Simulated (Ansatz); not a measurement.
2H WS₂, treated with PBEsol-D3(BJ) (Ansatz, a program for electronic structure, plane waves, PAW).

Run with plane-wave cutoff 520 eV, 12×12×4 k mesh (along the axes of the cell as run), Fermi–Dirac smearing 0.01 eV, no spin polarisation, scalar-relativistic PAW data made under PBE.

A third-order Birch–Murnaghan fit to the energies gives V0 = 16.484 Å³/atom, B0 = 69.7 GPa, B′ = 10.1.

```tsv
V (Å³/atom)	P (GPa)
15.826	?
16.155	?
16.485	0.00
16.815	?
17.145	?
```

**Question.** Estimate the withheld pressures from this fit; the answers are the runs' own values.

**Answer.** 
- 15.826, P (GPa): 3.46
- 16.155, P (GPa): 1.56
- 16.815, P (GPa): -1.26
- 17.145, P (GPa): -2.22

The formula P = (3/2) B0 (x^(7/3) − x^(5/3)) [1 + (3/4)(B′ − 4)(x^(2/3) − 1)] with x = V0/V meets the computed pressures within 0.02 GPa when these rounded values are put in.

Shape and atoms are relaxed at each volume.

Measured, for comparison: bulk modulus 61 ± 1 GPa (room temperature, no zero-point or thermal correction; as tabulated in High pressure x-ray diffraction study of tungsten disulfide, J. Phys. Chem. …). Computed (rounded) less measured: bulk modulus +14 %.

Note: the bulk modulus comes from volumes at which shape and atoms were relaxed.

Spin–orbit coupling is not included.

Static lattice: no zero-point or thermal effects.
